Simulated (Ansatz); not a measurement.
The first iterations of a band of H4OSi (6 atoms, charge 0, multiplicity 1).

Level of theory: RKS PBE0/cc-pVDZ (Ansatz).

```
movable images  : 5
climbing image  : yes
spring          : 5.0 eV/Å²
optimiser       : quadratic models (default)
start path      : through a guess of the saddle point
force threshold : 0.05 eV/Å
iteration limit : 60
end points      : relaxed
```

First end point:

```xyz
6
Properties=species:S:1:pos:R:3
Si 0.299 -0.021 0.075
O 0.608 -0.114 1.732
H -0.178 -0.171 2.287
H 1.641 0.055 -0.572
H -0.507 1.196 -0.278
H -0.442 -1.226 -0.426
```

Last end point:

```xyz
6
Properties=species:S:1:pos:R:3
Si 0.039 0.196 -0.741
O 0.954 0.160 1.146
H 0.399 -0.327 1.773
H 1.782 -0.336 1.084
H -1.028 1.112 -0.122
H -0.725 -1.087 -0.322
```

| iteration | highest image above the first end (eV) | largest band force component (eV/Å) |
| --- | --- | --- |
| 1 | 4.628 | 5.178 |
| 2 | 3.540 | 2.843 |
| 3 | 3.120 | 1.366 |
| 4 | 2.982 | 0.824 |
| 5 | 2.902 | 0.766 |
| 6 | 2.757 | 0.814 |

Question: Does the band converge within its limit, and where does its top end?

Answer: It converged. It ended after 18 iterations with the highest image 3.106 eV above the first end. Beside the main top the profile has a ripple of under 15 meV (maxima at images 1, 4), which may be a very shallow well or noise. Neighbouring images differ by up to 2.0 eV, so the band resolves the path poorly. A vibrational analysis at the climbing image gives one clearly imaginary mode, 1464i cm⁻¹: a first-order saddle point. The orbitals stay closed-shell, which can raise the energy where a bond breaks towards radicals; this wasn't checked here.

Time of the run: 37 s on 1 thread of AMD EPYC 9R45 96-Core Processor (Zen 5), on a shared host, peak memory 0.12 GiB.
